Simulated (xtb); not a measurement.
C₄H₁₀, SMILES CC(C)C. All values are semi-empirical tight-binding results from xtb (GFN2-xTB unless named), good for trends rather than for accurate numbers. The structure is a stationary point at GFN2-xTB.

Computed properties:
```
Item                                            Value
--------------------------------------  -------------
point group as xtb finds it                       C3v
orbital gap                                  14.15 eV
dipole moment                                  0.04 D
zero-point energy                       81.9 kcal/mol
G − E(el) at 298.15 K (modified RRHO)   65.2 kcal/mol
static polarisability (D4 model)           51.8 bohr³
solvation energy, GFN2-xTB/ALPB(water)  -0.1 kcal/mol
solvation energy, GFN2-xTB/ALPB(ether)  -3.3 kcal/mol
```

Computed IR lines (harmonic; lines under 4 % of the strongest left out, lines within 3 cm⁻¹ merged):
ν (cm⁻¹): 1193 (w), 1333 (w), 1410 (w), 2925 (m), 3025 (w), 3032 (vs), 3037 (vs) (against the strongest line: vs over 80 %, s over 45 %, m over 15 %, w over 4 %, vw less)
